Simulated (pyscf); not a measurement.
Structures and frequencies: ωB97X-D3(BJ)/def2-SVP in PySCF.

Problem. F–WH(F)(F)(F)–F + HF → F–W(F)(F)(F)(F)–F + H₂
Surface: singlet. Broken: H–W, F–H. Formed: F–W, H–H. Give ΔE‡ and ΔE from ωB97M-D3(BJ)/def2-TZVP, relative to the separated reactants.

Solution. ΔE‡ = 9.7 kcal/mol, ΔE = -36.0 kcal/mol. Zero-point energy shifts the barrier by +0.1 kcal/mol. It is a four-centre exchange, with an imaginary mode of 943i cm⁻¹. On the reactant side the descent ends in a complex, 4.2 kcal/mol under the separated species and 13.2 kcal/mol under the saddle at ωB97X-D3(BJ)/def2-TZVP. One saddle was located; it need not be the lowest between these sides. Elements past Kr carry the def2 core potentials, without spin-orbit coupling.
